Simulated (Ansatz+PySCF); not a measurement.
Two shapes of doublet H2OF in separate pieces.

Shape 1:

```xyz
4

O     0.0000    0.0000   -0.1085
H     0.0000    0.0000    0.8679
H    30.0000    0.0000   -2.9815
F    30.0000    0.0000    0.3313
```

Shape 2:

```xyz
4

O     0.0000    0.0000   -0.2387
H     0.0000    0.0000    1.9095
H    30.0000    0.0000   -1.2423
F    30.0000    0.0000    0.1380
```

Basis set: 6-31G (spherical functions). Correlated methods keep 2 orbitals frozen. Charge 0, multiplicity 2.

Computed with Ansatz (development build ahead of 0.2.0); each method stands on the lowest determinant of its kind that the runs found.

Question: Which shape is lower in energy, and by how much in each method?

Answer:

| method | E(2) − E(1) (eV) |
| --- | --- |
| UHF | 1.358 |
| UHF-MP2 | 1.243 |
| UHF-CCSD | 0.515 |
| UHF-CCSD(T) | 0.459 |

Shape 1 is lower. Caution: the unrestricted determinant is a mixture of spin states. Caution for UHF-MP2, UHF-CCSD, UHF-CCSD(T): bonds are stretched, where a single reference can fail; large amplitudes, a single reference is doubtful. Caution for UHF-MP2: forces differ strongly between restricted and unrestricted references. Caution for UHF-CCSD(T): another reference gives a lower total.
